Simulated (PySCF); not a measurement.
## Telling isomers of CH3BO apart by NMR

No solvent model, non-relativistic, fast rotation and ring inversion assumed for equivalent nuclei, one computed conformer. PBE0-D3(BJ)/def2-SVP structure; B3LYP/pcJ-1 coupling constants; PBE0/pcSseg-1 with gauge-including orbitals; PySCF 2.14.

Shifts are taken against calculated references (same method and geometry level): TMS for 1H (31.27 ppm), 13C (184.41 ppm). Multiplet labels drop J under 1 Hz and among equivalent protons, and merge close values. Unscaled 3J(H,H) run several per cent high. Couplings to H on boron are left out. Carbons bonded to boron are broad in practice. Shifts are as computed. Against solution values, carbons near 30 ppm lie about +2 ppm off and those near 130 ppm about +5 ppm. Of 1211 compounds with measured shifts, 218 miss one by over three times the rms of a fit or turn the order of signals round; such compounds aren't used in these exercises.

(1) Tabulate the signals of `CB=O`, `[BH3-]C#[O+]` and their relative energies.

(2) What is the quickest way to tell CB=O from [BH3-]C#[O+]?

Answers

(1) 
```json
{"SMILES": "CB=O", "carbon types": "1×CH3", "δC": "-15.3", "δH": "0.45 (s, 3H)", "E rel. (kcal/mol)": "0.0"}
{"SMILES": "[BH3-]C#[O+]", "carbon types": "1×C", "δC": "194.7", "δH": "1.57 (br, 3H)", "E rel. (kcal/mol)": "52.7"}
```

Energies are electronic energies at PBE0/pcSseg-1 on these geometries, without zero-point or thermal terms, each for the one conformer computed, which needn't be the lowest.

(2) Both give the same number of carbon signals, but DEPT or the intensities differ. The first has a methyl carbon bonded to B (CH3) at -15.3 ppm, the second an acylium carbon (C) at 194.7 ppm. In the proton spectra the most deshielded non-exchanging signals are 0.45 (s, 3H) and 1.57 (br, 3H).
